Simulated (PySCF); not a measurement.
Molecule: SMILES C#C/C=C/C#N, C₅H₃N.

Geometry (Å), atoms numbered from 1 in this order:
```xyz
9

C    -2.585    0.276    0.015
C    -1.398    0.108   -0.177
C    -0.021   -0.096   -0.435
C     0.937   -0.008    0.513
C     2.315   -0.217    0.226
N     3.443   -0.385    0.012
H    -3.636    0.426    0.189
H     0.264   -0.337   -1.465
H     0.680    0.232    1.549
```

Spin–spin couplings on one PBE0-D3(BJ)/def2-SVP geometry, PySCF 2.14, gas phase, non-relativistic, equivalent pairs averaged; isotopes ¹³C, ¹H; functional B3LYP.

Problem. How do the couplings (Hz) change with the basis set? Times are CPU seconds on shared hosts with different chips, so compare them loosely. Far from the basis limit: 6-31G-J, pcJ-0, 6-31G*, def2-TZVP, cc-pVTZ.

Solution. 
| basis set | functions | ¹J(C1,H7) | ¹J(C1,C2) | ¹J(C4,H9) | ¹J(C3,H8) | ¹J(C2,C3) | ¹J(C4,C5) | ¹J(C3,C4) | core-s |
| --- | --- | --- | --- | --- | --- | --- | --- | --- | --- |
| 6-31G-J | 84 | 292.7 | 213.0 | 190.1 | 183.0 | 105.7 | 94.4 | 89.9 | 9.1 |
| pcJ-0 | 87 | 267.8 | 182.2 | 165.3 | 158.8 | 84.9 | 74.4 | 69.0 | 8.9 |
| 6-31G* | 90 | 244.8 | 199.4 | 182.6 | 178.3 | 105.1 | 105.1 | 103.8 | 20 |
| pcJ-1 | 192 | 281.2 | 216.4 | 183.6 | 177.3 | 104.2 | 95.6 | 88.2 | 23 |
| def2-TZVP | 204 | 265.8 | 211.9 | 175.4 | 169.1 | 102.7 | 92.9 | 87.4 | 32 |
| cc-pVTZ | 222 | 264.4 | 302.9 | 164.8 | 158.2 | 94.9 | 80.0 | 86.0 | 35 |

The Fermi-contact term samples the wavefunction at the nucleus, which is why sets with added tight s functions (names with J) are made for couplings.
